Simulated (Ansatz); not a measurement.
**Al2O (quintet): the correlation ladder, def2-QZVPP**

One table from this session's results is given with a row withheld; the runs are named, their logs left out.

Method: def2-QZVPP, core rule «outside noble gas», up to 11 orbitals frozen; program: Ansatz 0.2.0, Gaussian basis.

To be run: UHF; ROHF; CCSD(T) on UHF.

2 further runs of the same task are left out: 2 set aside as unsound or not needed.

## The system

The geometry is a PBE0/def2-TZVP stationary point (not a proven minimum) of the parent state, kept for this charge and spin.

3 atoms, charge 0, spin multiplicity 5.

Atoms are counted from 1 here; the program's logs count them from 0.

Bond lengths: Al1–Al2 2.555 Å, Al2–O3 1.606 Å. Angles: Al1–Al2–O3 180.0°.

The first run:

in.yaml

```yaml
crystal:
  periodic: [false, false, false]
  atoms:
    - {symbol: Al, position_ang: [0.000000, 0.000000, 2.238600]}
    - {symbol: Al, position_ang: [0.000000, 0.000000, -0.316100]}
    - {symbol: O, position_ang: [0.000000, 0.000000, -1.922500]}
basis:
  gaussian: {orbitals: "def2-QZVPP.json"}
magnetization: {spin_polarized: true, initial_magnetization: 4}
hamiltonian: {xc: hf}
output: {orbitals: {seedname: orbitals}}
```

Launch:

```console
$ ansatz run in.yaml --threads 1 --pin off --events-out ev --progress --plain --max-ram 2393MiB
```

Steps of the session up to this table: UHF; ROHF; CCSD(T) on UHF.

One of the session's tables, all rows but one given; the rest of the session is left out.

| method | from UCCSD(T) (kcal/mol) |
| --- | --- |
| ROHF | ? |
| UHF | +210.70 |
| UMP2 | +25.26 |
| UCCSD | +9.15 |
| UCCSD(T) | 0 |

Estimate the missing values for ROHF.

**Answer.** from UCCSD(T) (kcal/mol): +215.49. In the column «from UCCSD(T) (kcal/mol)» it is the highest.
